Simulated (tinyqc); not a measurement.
Inside a calculation. Method: Hueckel theory of the pi electrons, for the molecule [CH2]C=C (SMILES; centres numbered as the heavy atoms are written). One step of it, computed by the program tinyqc.

Question. Energy, charges, bond orders. E = sum n x; q_r = z_r - P_rr; bond order p = P_rs; free valence = sqrt(3) - sum of p over the bonds of the atom.

x values: [1.414214, 0.000000, -1.414214]

occupations: [2.000000, 1.000000, 0.000000]

charge and bond-order matrix P, order 1C, 2C, 3C:
```
[[1.000000, 0.707107, 0.000000],
 [0.707107, 1.000000, 0.707107],
 [0.000000, 0.707107, 1.000000]]
```

Centres:
```
centre  z_r, pi electrons of the neutral centre         h
1C                                            1  0.000000
2C                                            1  0.000000
3C                                            1  0.000000
```

Bonds:
```
i  j  k
1  2  1
2  3  1
```

Give: pi energy = 3 alpha + this times beta; pi charges; Bond orders and lengths from R = 1.517 - 0.180 p; free valence of the carbons; gap between the highest filled and the next level.

Answer.

pi energy = 3 alpha + this times beta = 2.828

pi charges: [0.000, 0.000, 0.000]

Bond orders and lengths from R = 1.517 - 0.180 p (angstrom, C-C alone):
```
bond      p      R
1-2   0.707  1.390
2-3   0.707  1.390
```

free valence of the carbons: [1.025, 0.318, 1.025]

gap between the highest filled and the next level = 1.414 |beta|
